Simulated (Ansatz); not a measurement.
**CH₅O (doublet): the correlation ladder at distance O1–H3 along a hydrogen transfer = 0.960 Å, cc-pVDZ**

An exercise on one series of results from a longer session: the logs are not shown, and one member is left open.

Program: Ansatz 0.2.0, Gaussian basis. Level of theory: cc-pVDZ, core rule «outside noble gas», up to 2 orbitals frozen. These are calculated values, not measurements.

The runs, in order: UHF; CCSD(T) on ROHF; CCSD(T) on UHF; BCCD(T) on ROHF; CISD; CCSDT(Q) on ROHF; CCSDT(Q) on UHF; CASSCF and MRCISD+Q, 3 electrons in 3 orbitals; CASSCF and NEVPT2, 3 electrons in 3 orbitals.

### The system

The geometry derives from fragments relaxed apart (PBE0/def2-TZVP) and kept rigid, so it is no stationary point. A hydrogen atom is moved between rigid fragments.

7 atoms, charge 0, spin multiplicity 2.

Atoms are counted from 1 here; the program's logs count them from 0.

Bond lengths: O1–H2 0.960 Å, O1–H3 0.960 Å, C4–H5 1.080 Å, C4–H6 1.080 Å, C4–H7 1.080 Å. Angles: H2–O1–H3 105.1°, H5–C4–H6 120.0°, H5–C4–H7 120.0°, H6–C4–H7 120.0°.

Set-up of the first run:

Input file in.yaml:

```yaml
crystal:
  periodic: [false, false, false]
  atoms:
    - {symbol: O, position_ang: [-1.207597, -0.028258, 0.000000]}
    - {symbol: H, position_ang: [-1.456907, 0.898317, 0.000000]}
    - {symbol: H, position_ang: [-0.248068, -0.028258, 0.000000]}
    - {symbol: C, position_ang: [1.399403, -0.028258, 0.000000]}
    - {symbol: H, position_ang: [1.399403, -1.108280, 0.000000]}
    - {symbol: H, position_ang: [1.399403, 0.511753, 0.935327]}
    - {symbol: H, position_ang: [1.399403, 0.511753, -0.935327]}
basis:
  gaussian: {orbitals: cc-pVDZ}
magnetization: {spin_polarized: true, initial_magnetization: 1}
hamiltonian: {xc: hf}
output: {orbitals: {seedname: orbitals}}
```

Run with:

```bash
> ansatz run in.yaml --threads 1 --pin off --events-out ev --progress --plain --max-ram 4096MiB --backend cpu
```

Steps of the session up to this table: UHF; CCSD(T) on ROHF; CCSD(T) on UHF; BCCD(T) on ROHF; CISD; CCSDT(Q) on ROHF; CCSDT(Q) on UHF; CASSCF and MRCISD+Q, 3 electrons in 3 orbitals; CASSCF and NEVPT2, 3 electrons in 3 orbitals.

One of the session's tables, all rows but one given; the rest of the session is left out.

```
       method  from UCCSDT(Q) (kJ/mol)
         ROHF                   +996.2
          UHF                   +983.4
         RMP2                   +102.1
         UMP2                   +102.9
         CISD                   +102.0
        RCCSD                    +20.6
        UCCSD                    +20.4
     RCCSD(T)                     +3.3
     UCCSD(T)                     +3.3
      BCCD(T)                     +3.3
       RCCSDT                     +1.7
       UCCSDT                     +1.7
    RCCSDT(Q)                     +0.1
    UCCSDT(Q)                        0
  CASSCF pair                        ?
  NEVPT2 pair                   +101.1
  MRCISD pair                    +92.6
MRCISD+Q pair                    +11.3
```

**Question.** Estimate the row for CASSCF pair.

The run gave: from UCCSDT(Q) (kJ/mol): +941.2. In the column «from UCCSDT(Q) (kJ/mol)» it lies between UMP2 (+102.9) and UHF (+983.4).

To keep in mind: Restricted and unrestricted rows rest on different reference determinants; where their highest levels disagree by more than a few hundredths of an eV, they describe different states and don't form one ladder.
